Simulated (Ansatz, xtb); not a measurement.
Species: acetonitrile, C2H3N (charge 0, singlet). SMILES: CC#N
Structure (B3LYP-D3(BJ)/def2-TZVP (Ansatz, an electronic-structure program) minimum search):
```
C
H 1 1.0902
H 1 1.0902 2 108.78
H 1 1.0902 2 108.78 3 118.36
C 1 1.4544 2 110.15 3 -120.82
N 5 1.1493 3 150.78 1 180.00
```
Charge 0, spin multiplicity 1.

Harmonic wavenumbers from GFN2-xTB (xtb, at its own minimum), cm⁻¹: 388, 388, 993, 998, 999, 1368, 1427, 1427, 2422, 3018, 3019, 3020.

Q: Give the harmonic wavenumbers at B3LYP-D3(BJ)/def2-TZVP (Ansatz, finite differences of forces, unscaled).

A: 383, 384, 931, 1063, 1063, 1414, 1474, 1474, 2367, 3052, 3120, 3120 cm⁻¹. Zero-point energy 28.4 kcal/mol.

Q: From these and the geometry, give the ideal-gas thermochemistry at 298.15 K and 1 atm (rigid rotor, harmonic oscillator).

A: Point group C3v, rotational symmetry number 3. Rotational constants 159.5, 9.28, 9.28 GHz. S(trans) 37.06, S(rot) 18.50, S(vib) 2.36, S(elec, spin only) 0.00, S 57.9 cal/(mol K). H(298) - H(0) 2.86 kcal/mol; G - E(el) 14.0 kcal/mol. Tabulated S at 1 bar: 58.2 cal/(mol K) (CRC Handbook, as tabulated in the package chemicals); it can hold hindered rotation or other conformers, which this model lacks.
